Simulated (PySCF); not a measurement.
# Stretching BF

Set-up: basis B def2-TZVPPD, F def2-TZVPPD; no relativity; PySCF 2.14. Energies in eV from B + F in their ground configurations at the same level. State: ¹Σ⁺ (singlet), closed shell.

Curves on a restricted Hartree–Fock reference rise too fast on stretching and do not dissociate correctly.

```csv
R (Å),RHF-CCSD(T),RHF-MP2,TPSSh
1.088,,-6.756,-6.348
1.139,-7.055,-7.464,-7.044
1.189,-7.466,-7.865,-7.438
1.227,-7.624,-8.015,-7.585
1.265,-7.683,-8.067,-7.638
1.303,-7.667,-8.044,-7.617
1.354,-7.556,-7.925,-7.503
1.417,-7.320,-7.678,-7.265
1.493,-6.948,-7.296,-6.897
1.594,,-6.718,-6.339
```

Problem. Put a parabola through the three lowest points of the RHF-CCSD(T) curve and estimate Re, k and ωe (reduced mass 6.97 u; 1 eV/Å² = 0.16022 mdyn/Å; ωe = 1302.8·√(k/μ) cm⁻¹).

Solution. Through R = 1.227, 1.265, 1.303 Å the second-order coefficient is 26.0 eV/Å², so Re ≈ 1.276 Å, k ≈ 8.32 mdyn/Å and ωe ≈ 1424 cm⁻¹. A polynomial fit of higher order to the unrounded RHF-CCSD(T) energies gives Re = 1.274 Å, k = 7.89 mdyn/Å, ωe = 1386 cm⁻¹; anharmonicity and rounding make the difference.

The higher-order fit for each curve: RHF-CCSD(T): Re = 1.274 Å, ωe = 1386 cm⁻¹, De = 7.69 eV; RHF-MP2: Re = 1.271 Å, ωe = 1401 cm⁻¹, De = 8.07 eV; TPSSh: Re = 1.272 Å, ωe = 1380 cm⁻¹, De = 7.64 eV.

Correlated steps freeze 2 core orbitals. Where the molecule has an RHF reference, its open-shell atoms are computed with UHF.
